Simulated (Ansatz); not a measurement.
Rock-salt HfC, treated with LDA (PAW; Ansatz, an electronic-structure program).

Settings: plane-wave cutoff 520 eV, 24×24×24 k mesh, Fermi–Dirac smearing 0.065 eV (set by the program), scalar-relativistic PAW data made under PBE.

Computed at the level's own relaxed cell.

Elastic tensor (GPa, Voigt notation, ions relaxed):

```
  567.1   108.3   108.3     0.0     0.0     0.0
  108.3   567.1   108.3     0.0     0.0     0.0
  108.3   108.3   567.1     0.0     0.0     0.0
    0.0     0.0     0.0   177.6     0.0     0.0
    0.0     0.0     0.0     0.0   177.6     0.0
    0.0     0.0     0.0     0.0     0.0   177.6
```

Task: Work out the Voigt, Reuss and Hill averages of the bulk and shear moduli, Young's modulus and Poisson's ratio from the printed constants.

Result: K_V = [C11 + C22 + C33 + 2(C12 + C13 + C23)]/9 = [1701.3 + 2 × 324.9]/9 = 261.2 GPa. G_V = [1701.3 − 324.9 + 3 × 532.8]/15 = 198.3 GPa. From the compliances S = C⁻¹, K_R = 261.2 and G_R = 195.2 GPa. Hill means: K = 261.2, G = 196.8 GPa. E = 9KG/(3K + G) = 472 GPa, ν = (3K − 2G)/(6K + 2G) = 0.20, K/G = 1.33.

Measured, for comparison: elastic constant C11 500 GPa, elastic constant C44 180 GPa (temperature not stated, not corrected to a static lattice; as tabulated in Wu et al. (2005), arXiv:cond-mat/0412374). Computed (rounded) less measured: elastic constant C11 +13 %, elastic constant C44 -1 %.

Spin–orbit coupling is not included.
